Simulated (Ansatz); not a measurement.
Reaction (SMILES): C#N (CH-N) → CHN+ (doublet, bonded as C#N) + e-
B3LYP-D3(BJ)/def2-TZVP geometries, fixed; electronic energies without zero-point terms.

Energies in hartree at PBE with Ansatz (a quantum-chemistry and plane-wave program); the adiabatic ionisation energy is their sum with the coefficients shown, times 27.2114 eV a hartree. All functions are spherical. The program fits the integrals of some runs and decomposes those of others, by size. Open shells are unrestricted. No added dispersion term, no relativity.

| species | coefficient | part | cc-pVDZ | cc-pVTZ | cc-pVQZ |
|---|---|---|---|---|---|
| C#N (CH-N) | -1 | PBE | -93.31413 | -93.34369 | -93.35129 |
| CHN+ (doublet, bonded as C#N) | +1 | PBE | -92.82354 | -92.84795 | -92.85464 |

**Question.** Predict the adiabatic ionisation energy in cc-pV5Z (X = 5): let each PBE step shrink by the ratio of the last two. Compare with the run.

**Answer.** 
- C#N (CH-N): steps -0.02956 and -0.00760, ratio 0.257, so PBE -93.35324 (run: -93.35380).
- CHN+ (doublet, bonded as C#N): steps -0.02441 and -0.00669, ratio 0.274, so PBE -92.85647 (run: -92.85697).
Predicted 13.518 eV; the run in cc-pV5Z gives 13.519, a miss of -0.002. Keeping the value in cc-pVQZ, 13.515, would miss by -0.005. All sums are of the energies as printed.
